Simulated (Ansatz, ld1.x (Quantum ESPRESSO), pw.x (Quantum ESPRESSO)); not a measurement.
**As: one change to the PAW potential, in the atom and in the diamond crystal**

* Element: arsenic
* Generator: ld1.x (Quantum ESPRESSO) 7.5
* Type: PAW
* Functional: PBEsol
* Relativity: scalar-relativistic
* Frozen core: [Ar] 3d10
* Valence charge: 5
* Reference configuration: 4s2 4p3
* Partial waves: 4s (bound): rcut 1.05, rcutus 1.45 bohr; 4s channel at -0.65 Ry: rcut 1.05, rcutus 1.45 bohr; 4p (bound): rcut 1.55, rcutus 2.05 bohr; 4p channel at 1.6 Ry: rcut 1.55, rcutus 2.05 bohr
* Local potential: all-electron potential smoothed inside 1.55 bohr (lloc = -1)
* Core correction: Bessel-smoothed model core inside 1.45 bohr
* Augmentation charge: PSQ, inside the norm-conserving radii

Change: all radii but the core radius scaled by about 1.19 (s 1.72, p 2.44 bohr, rcut 1.26/1.84); local potential all-electron potential smoothed inside 1.84 bohr (lloc = -1).

Cutoffs, loose and tight: the cutoffs (Ry, on a coarse ladder) from which the occupation-weighted sum of valence levels, in a spherical-Bessel basis at the reference potential, stays within 10 and 1 mRy of its value at 400 Ry. They do not see the model core or the augmentation charge, which bear on the density cutoff. Test errors are all-electron minus pseudo excitation energies from the reference, over the configurations 4s2 4p2; 4s2 4p1; 4s2 4p0; 4s1 4p0; 4s1 4p4; 4s1 4p3; 4s2 4p3.3; variants that change the core or the reference have their own tests.

Crystal test: diamond As in pw.x 7.5, no spin, 8³ k-points, Fermi–Dirac smearing 0.01 Ry, cutoffs set for each file from its atomic test. The reference is all-electron LAPW (Ansatz 0.2.0) with the same functional, mesh and smearing; V0 and B0 come from Birch–Murnaghan fits to the pressures at five volumes. Errors are pseudo minus all-electron; Δ is the rms difference of the E(V) curves that follow from these fits, minima aligned, over ±6 % about the mean V0. Mesh and smearing are coarse, so the numbers serve the comparison and aren't converged zero-temperature values; the lattice is a test structure that the element need not adopt.

All-electron: a0 = 6.020 Å (V0 = 27.27 Å³/atom), B0 = 51.0 GPa.

Does the change bring the crystal closer to the all-electron result?

The mean pressure error goes from -8.29 to -7.06 GPa, so the change moves the solid closer to the all-electron pressures. Neither pressure curve crosses zero within the volumes sampled, so no fits are given.

```csv
quantity,base,changed
outcome (atom),generated,"generated, overlap not positive"
"cutoff, loose (atom)",18 Ry,–
"cutoff, tight (atom)",30 Ry,–
bound ghosts (atom),none,not determined (overlap not positive)
largest test error (meV) (atom),test run stopped at test 2 of 7 (negative rho),-536
cutoffs in pw.x (Ry),40/320,40/320
mean pressure error (GPa),-8.29,-7.06
```

A dash: not determined, or the minimum lies outside the volumes sampled.

Base: This is a poor potential for the solid. Atomic configuration tests: test run stopped at test 2 of 7 (negative rho). The logarithmic derivative shows an extra or strongly shifted pseudo pole above the reference energy (s near 0.18 Ry). Changed file: This is a poor potential for the solid. The ghost test of this file was not conclusive. Its overlap operator is not positive definite.
